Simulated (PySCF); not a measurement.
**A diatomic session: BN**

The task here is to estimate one member of a computed series from the others.

Computed with PySCF 2.14.0. Level: B def2-TZVPPD, N def2-TZVPPD, no relativity.

The first run:

A driver script around PySCF takes these settings:

- atoms: B, N
- charge: 0
- basis: B def2-TZVPPD, N def2-TZVPPD
- Hamiltonian: no relativity
- basis functions: 74
- electrons treated: 12
- masses in u: 11.0093, 14.0031
- levels: PBE0, PBE, r²SCAN, BHandHLYP, TPSS, PW91, TPSSh, B97-3, HSE06, HF, MP2, SCS-MP2, CCSD, CCSD(T)
- grid: 80 radial by 434 angular points
- occupations: held fixed by the projection of orbital angular momentum
- dissociation limit: B + N, each in its ground configuration
- starting distance in angstrom: 1.470
- values of 2S to try: 0, 2, 4

Started as:

```console
$ OMP_NUM_THREADS=1 python dia.py task.json out
```

Among the steps run: The job; First curve: PBE0; Other states along the same grid; PBE; r²SCAN; BHandHLYP (global hybrid GGA); TPSS; PW91 (GGA); TPSSh (hybrid meta-GGA); B97-3; HSE06 (range-separated hybrid); UHF; Adding correlation.

One table of the session follows, with a row left open; its other results are not shown here.

It belongs to the step «The curves together». Energy (eV) from each level's lowest point:

```
R (Å)    UHF  UHF-MP2  UHF-SCS-MP2  UHF-CCSD  UHF-CCSD(T)
1.133  1.170    1.503        1.477       n/a          n/a
1.185  0.456    0.691        0.671     0.704        0.774
1.238  0.095    0.225        0.212     0.238        0.282
1.278  0.000    0.051        0.045     0.062        0.084
1.317  0.022    0.000        0.000     0.000        0.000
1.357  0.135    0.056        0.064     0.029        0.006
1.409      ?        ?            ?         ?            ?
1.475  0.794    0.976        0.999     0.480        0.395
1.554  1.322    1.847        1.840     0.952        0.821
1.659  2.015    2.841        2.783       n/a          n/a
```

**Question.** Estimate the row for R (Å) = 1.409.

Worked estimate for «UHF». A straight line through the neighbours (1.357, 0.135) and (1.475, 0.794) gives 0.135 + (0.794 − 0.135) × (1.409 − 1.357) / (1.475 − 1.357) = 0.425; a parabola fitted to 4 rows on both sides gives 0.402.

As computed: UHF: 0.388; UHF-MP2: 0.319; UHF-SCS-MP2: 0.339; UHF-CCSD: 0.176; UHF-CCSD(T): 0.123. In «UHF» the line misses by +0.037 and the parabola by +0.014.
